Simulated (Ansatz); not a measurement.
# Pd (fcc): energy against volume

These are results of DFT, r2SCAN, plane waves (500 eV) with PAW, scalar-relativistic in Ansatz, not measurements. (PAW data from PBE, frozen cores regenerated.)

The cell is scaled uniformly from the relaxed one, with fractional coordinates and shape fixed. Energies are extrapolated to zero smearing, pressures are those at the given smearing. Magnetic state: spin not included.

A Birch-Murnaghan fit gives V₀ = 14.92 Å³/atom, B₀ = 184 GPa, B₀′ = 5.6.

What are the energy above the minimum and the pressure at 14.365 Å³/atom?

12.9 meV/atom and 8.13 GPa as computed.

What are the energy above the minimum and the pressure at 15.562 Å³/atom?

14.4 meV/atom and -6.59 GPa as computed.

What are the energy above the minimum and the pressure at 16.161 Å³/atom?

49.7 meV/atom and -11.47 GPa as computed.
